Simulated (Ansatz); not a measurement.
Geometry optimisation, Ansatz 0.2.0, RKS LDA/def2-SVP.

The input (input.yaml):

```yaml
crystal:
  periodic: [false, false, false]
  atoms:
    - { symbol: O, position_ang: [0.4498, 0.3022, -4.5665] }
    - { symbol: H, position_ang: [-0.2509, -0.1753, -4.0793] }
    - { symbol: F, position_ang: [-0.3359, -0.246, 4.6828] }
    - { symbol: H, position_ang: [0.137, 0.1191, 3.963] }
total_charge: -1
basis:
  gaussian: { orbitals: def2-SVP }
hamiltonian:
  xc: lda
relax:
  f_tol: 0.02
  max_steps: 40
scf:
  lower_state_search: "off"
```

Command:

```bash
$ ansatz run input.yaml --threads 1 --pin off --max-ram 2048MiB --backend cpu --events-out ev --progress --plain --runs-dir out
```

Problem. Where does it end, and by what steps?

Solution. The forces met the threshold. The force dipped under the threshold on the way, but the program's further checks kept it going. Limits of this set-up: an anion without diffuse functions, the dipole of an ion depends on the origin. After 11 steps the energy has fallen by 0.103 eV; F3 moved furthest, 2.07 Å.

| step | energy less start (eV) | largest force component (eV/Å) | accepted |
| --- | --- | --- | --- |
| 0 | 0.0000 | 1.223 | yes |
| 1 | -0.0295 | 0.480 | yes |
| 2 | -0.0425 | 0.044 | yes |
| 3 | -0.0500 | 0.178 | yes |
| 4 | -0.0583 | 0.139 | yes |
| 5 | -0.0662 | 0.034 | yes |
| 6 | -0.0734 | 0.041 | yes |
| 7 | -0.0802 | 0.035 | yes |
| 8 | -0.0864 | 0.017 | yes |
| 9 | -0.0924 | 0.015 | yes |
| 10 | -0.0980 | 0.014 | yes |
| 11 | -0.1034 | 0.014 | yes |

```xyz
4
Properties=species:S:1:pos:R:3
O 0.757 0.524 -6.588
H 0.059 0.048 -6.080
F -0.647 -0.471 6.716
H -0.169 -0.102 5.952
```

Time of the run: 7.4 s on 1 thread of Intel(R) Xeon(R) Platinum 8259CL CPU @ 2.50GHz (Skylake/Cascade Lake), with other jobs on the host, peak memory 0.11 GiB.
